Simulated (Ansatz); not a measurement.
# KBiP₂Se₆ (P2₁/c, No. 14; cell taken from a computed entry)

All values below come from LDA in Ansatz (PAW).

Run with plane-wave cutoff 520 eV, 4×6×4 k mesh (along the axes of the cell as run), Fermi–Dirac smearing 0.01 eV, scalar-relativistic PAW data made under PBE.

Cell (relaxed with PBEsol):

```xyz
40
Lattice="12.3188 0.0000 0.0403 0.0000 7.4880 0.0000 -4.4165 0.0000 11.5355" Properties=species:S:1:pos:R:3 pbc="T T T"
K      4.4691     3.1449     1.5475
K      3.4332     4.3431    10.0283
K      5.6414     6.8889     4.2605
K      2.2609     0.5991     7.3153
Bi     7.9579     2.6626     7.6980
Bi    -0.0556     4.8254     3.8778
Bi    -2.2638     6.4066     9.6455
Bi    10.1661     1.0814     1.9303
P      2.1040     6.7945     2.1122
P      5.7983     0.6934     9.4637
P      8.0066     3.0506     3.6959
P     -0.1043     4.4374     7.8799
P     -0.6443     2.7508     9.2706
P      8.5466     4.7372     2.3052
P      6.3383     6.4947     8.0730
P      1.5640     0.9932     3.5029
Se    -2.0935     3.6692    10.6852
Se     9.9958     3.8187     0.8906
Se     7.7876     7.4132     6.6584
Se     0.1147     0.0748     4.9174
Se     4.5510     5.6700     7.1725
Se     3.3513     1.8180     4.4033
Se     1.1431     1.9260    10.1711
Se     6.7592     5.5620     1.4047
Se     5.1112     2.2720     8.0835
Se     2.7911     5.2160     3.4924
Se     0.5828     6.0159     9.2601
Se     7.3195     1.4720     2.3157
Se     7.3306     5.0623     9.4441
Se     0.5717     2.4257     2.1317
Se    -1.6365     1.3183     7.8995
Se     9.5388     6.1697     3.6763
Se     1.3325     3.7188     6.4096
Se     6.5698     3.7692     5.1662
Se     4.3615    -0.0252    10.9340
Se     3.5408     7.5132     0.6418
Se     7.7454     1.4059    10.2847
Se     0.1569     6.0820     1.2911
Se    -2.0514     5.1499     7.0589
Se     9.9537     2.3381     4.5169
```

For KBiP₂Se₆ (P2₁/c, No. 14; cell taken from a computed entry), the band gap is 1.48 eV and the smallest direct gap on the k points sampled is 1.52 eV. The direct gap at Γ is 1.60 eV.

Note: cell and atoms aren't relaxed at this level (largest force component 0.08 eV/Å, pressure -1.5 GPa).

Spin–orbit coupling is not included; with these elements it can move the gap by several tenths of an eV or more.

The computed numbers hold no vibrational or temperature effects.

The result took about 25 core-minutes (a rough figure).

Ansatz is a quantum-chemistry and plane-wave program.
